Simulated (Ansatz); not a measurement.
# CHOSi: the cost of one run

Computed with Ansatz 0.2.0, Gaussian basis. Level: def2-TZVPP, core rule «outside noble gas», up to 7 orbitals frozen.

To be run: UHF; ROHF; CCSD(T) on UHF.

## 1. The system

The geometry is a PBE0/def2-TZVP stationary point (not a proven minimum) of the parent state, kept for this charge and spin.

4 atoms, charge 1, spin multiplicity 3.

Atoms are counted from 1 here; the program's logs count them from 0.

Bond lengths: C1–O2 1.268 Å, O2–Si3 1.699 Å, Si3–H4 1.496 Å. Angles: C1–O2–Si3 139.4°, O2–Si3–H4 117.6°.

## 2. UHF

The input, in.yaml:

```yaml
crystal:
  periodic: [false, false, false]
  atoms:
    - {symbol: C, position_ang: [0.000000, 0.333035, 1.722367]}
    - {symbol: O, position_ang: [0.000000, -0.312160, 0.630489]}
    - {symbol: Si, position_ang: [0.000000, -0.015246, -1.042169]}
    - {symbol: H, position_ang: [0.000000, 1.411369, -1.492570]}
basis:
  gaussian: {orbitals: def2-TZVPP}
total_charge: 1
magnetization: {spin_polarized: true, initial_magnetization: 2}
hamiltonian: {xc: hf}
output: {orbitals: {seedname: orbitals}}
```

On the command line:

```console
$ ansatz run in.yaml --threads 1 --pin off --events-out ev --progress --plain --max-ram 4096MiB --backend cpu
```

**Question.** How long does this run take on 1 thread of AMD EPYC 7R13, shared host, and how much memory does it need?

About 8 s, with a peak of 0.28 GiB.
